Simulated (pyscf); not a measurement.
8 group-13 steps of one kind (addition across a multiple bond or ene-type step, closed-shell): barrier in kcal/mol, from the separated reactants or the lowest minimum found. Structures and frequencies: ωB97X-D3(BJ)/def2-SVP in PySCF. Functionals in def2-TZVP; the last column is ωB97M-D3(BJ)/def2-TZVP. Rows were drawn at random from the steps of this kind and element class whose saddle was verified and whose references are stable.

```tsv
step	PBE	M06-2X	PBE0-D3(BJ)	ωB97M-D3(BJ)
H₂N–GaH₂ + H₂C=CH₂ → H₃C–CH₂–GaH–NH₂	12.7	14.2	11.6	17.7
HO–B(OH)–OH + H₂C=CH₂ → H₃C–CH₂–O–B(OH)–OH	46.4	56.9	51.2	55.3
HO–BH–OH + H₂C=CH₂ -> H₃C–CH₂–O–BH–OH	44.2	55.0	49.3	53.4
Cl–BH–Cl + H₂C=CH₂ → Cl–BH–CH₂–CH₂–Cl	16.7	20.3	15.5	21.0
H₂B–OH + H₂C=CH₂ -> H₂B–O–CH₂–CH₃	40.0	52.4	45.9	50.5
H₂Si=P–Ga [singlet] + H₂ -> H₃Si–PH–Ga [singlet]	21.2	29.6	23.3	27.7
O=Ga–OH + H₂ -> HO–GaH–OH	14.7	15.5	13.7	16.3
H₂B–O–B=O + H₂ → H₂B–O–BH–OH	28.7	37.1	30.3	35.3
```

Differences from the last column (kcal/mol): PBE: mean -6.6, median -6.5, mean size 6.6, lower in 8 of 8; M06-2X: mean +0.5, median +1.6, mean size 1.8, lower in 3 of 8; PBE0-D3(BJ): mean -4.6, median -4.5, mean size 4.6, lower in 8 of 8. PBE is closest for row 7 (1.7 kcal/mol apart) and farthest for row 5 (10.5 kcal/mol). PBE, r²SCAN and M06-2X carry no added dispersion term. The last column is a level with limits of its own. Each barrier is that of the saddle found. Elements up to Kr have no core potential and no relativistic terms here.
